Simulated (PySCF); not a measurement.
**Computed properties of H₃N, SMILES N**

H3N, SMILES N. Geometry: PBE0-D3(BJ)/def2-TZVPD. One conformer was computed; it need not be the lowest. All values are computed for the isolated molecule unless a solvent is named; none is compared with measurement here.

**Structure.** The optimised structure has C3v symmetry. All 6 harmonic modes at PBE0-D3(BJ)/def2-TZVPD (PySCF) are real, so it is a minimum.

**Vibrations.** The strongest infrared lines (harmonic, unscaled, degenerate partners summed) lie at 1034 cm⁻¹ (145 km/mol, H 84 %, N 16 %), 1662 cm⁻¹ (33 km/mol, H 94 %), 3626 cm⁻¹ (10 km/mol, H 92 %, N 8 %). The softest mode is at 1034 cm⁻¹ and the zero-point energy is 21.6 kcal/mol.

**Electronic structure.** M06-2X/def2-TZVPD (PySCF) places the frontier levels at -9.28 and 0.62 eV, a gap of 9.90 eV, and gives a dipole moment of 1.53 D and a mean polarisability of 13.7 bohr³. PBE/def2-TZVPD (PySCF) at the same geometry gives -6.13 and -0.31 eV, so its gap is 4.08 eV narrower. An orbital gap is neither the optical nor the fundamental gap.

**Excitations.** TDDFT-ωB97X/def2-TZVPD (PySCF) has S1 at 6.83 eV (181 nm, f = 0.094, bright); the most intense of the 10 singlets computed lies at 11.75 eV (f = 0.23). Strengths of degenerate partners are summed. T1 (TDA) is at 6.60 eV. No vertical singlet excitation falls in the visible range (under 3.1 eV).

**NMR.** GIAO shifts at PBE0/pcSseg-2 (PySCF) (non-relativistic, atoms alike by connectivity averaged): ¹H at -0.1 ppm against TMS.
